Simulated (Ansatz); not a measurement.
We consider 1T (CdI2-type) PtS₂, described by r²SCAN-D4 (Ansatz, a quantum-chemistry and plane-wave program, PAW).

Settings: plane-wave cutoff 560 eV, 12×12×8 k mesh (along the axes of the cell as run), Fermi–Dirac smearing 0.01 eV, scalar-relativistic PAW data made under PBE.

Response to compression and expansion:

Shape and atoms are relaxed at each volume.

```csv
V (Å³/atom),P (GPa),direct gap at Γ (eV),smallest gap on the k mesh (eV),c (Å)
18.170,1.08,2.051,0.765,4.989
18.549,0.47,2.262,0.897,5.093
18.928,0.00,2.459,0.998,5.200
19.306,-0.39,2.638,1.069,5.306
19.685,-0.71,2.799,1.144,5.412
```

The fundamental gap (1.00 eV at the equilibrium volume, with added k points) lies elsewhere than Γ–Γ.

Measured, for comparison: band gap 0.7 eV (temperature not stated, no zero-point or thermal correction, bulk, cited; as tabulated in Two-dimensional noble-metal chalcogenides and phosphochalcogenides, Angew. …).

Note: the bulk modulus comes from volumes at which shape and atoms were relaxed.

Spin–orbit coupling is not included.
